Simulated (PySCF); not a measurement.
C₆H₁₂: calculation and literature

Geometry (Å), atoms numbered from 1 in this order:
```xyz
18

C     2.0755    0.3530   -0.2670
C     0.7427    0.0342    0.3962
C    -0.2945    1.1682    0.2587
C    -1.6293    0.4986   -0.1113
C    -1.4123   -0.9923    0.1490
C     0.0548   -1.1927   -0.2112
H     2.5306    1.2308    0.1864
H     1.9361    0.5465   -1.3287
H     2.7615   -0.4846   -0.1580
H     0.9217   -0.1588    1.4588
H    -0.3812    1.7236    1.1923
H     0.0108    1.8733   -0.5146
H    -1.8476    0.6548   -1.1686
H    -2.4637    0.8980    0.4641
H    -1.5679   -1.2162    1.2059
H    -2.0821   -1.6197   -0.4383
H     0.1739   -1.1823   -1.2964
H     0.4622   -2.1280    0.1711
```

What is known from experiment: δ ¹³C C2 34.8; C3/C6 34.8; C4/C5 25.4 ppm (measured; solution, not stated per compound (mostly CDCl3 or CCl4); Pretsch, Buehlmann, Badertscher, Structure Determination of Organic Compounds, 4th ed. (2009)).

Computational details: coordinates at the GFN2-xTB level, GIAO PBE0/pcSseg-1 shieldings, in PySCF 2.14 (non-relativistic, averaged over atoms made equivalent by symmetry, fast rotation or ring inversion, single conformer, isolated molecule).

Q: Set the calculated values beside the experiment.

A: 
Reference values: measured (solution, not stated per compound (mostly CDCl3 or CCl4); Pretsch, Buehlmann, Badertscher, Structure Determination of Organic Compounds, 4th ed. (2009)).
```tsv
atoms	quantity	reference	computed	computed, scaled
C2	δ ¹³C	34.8	38.0	34.9
C3/C6	δ ¹³C	34.8	37.4	34.3
C4/C5	δ ¹³C	25.4	30.4	27.5
```

Computed shifts are σ(ref) − σ with the named reference compound (TMS for H and C) calculated as an isolated molecule at the same level. The measured values may be among those fitted. Empirical linear scaling, fitted to shifts measured mostly in CDCl3 for H and C (δ vs TMS): ¹³C (scatter 2.1 ppm rms, 2.3 ppm with the 13 outliers that the fit left out). Occasional misses reach two or three times the rms, and more in compound classes unlike the fitted ones.

Q: How far are the unscaled ¹³C shifts from the references?

A: Mean signed difference +3.60 ppm, mean absolute 3.60 ppm over 3 comparisons; the largest is +5.0 ppm at C4/C5 (sp3 CH2 in a ring).
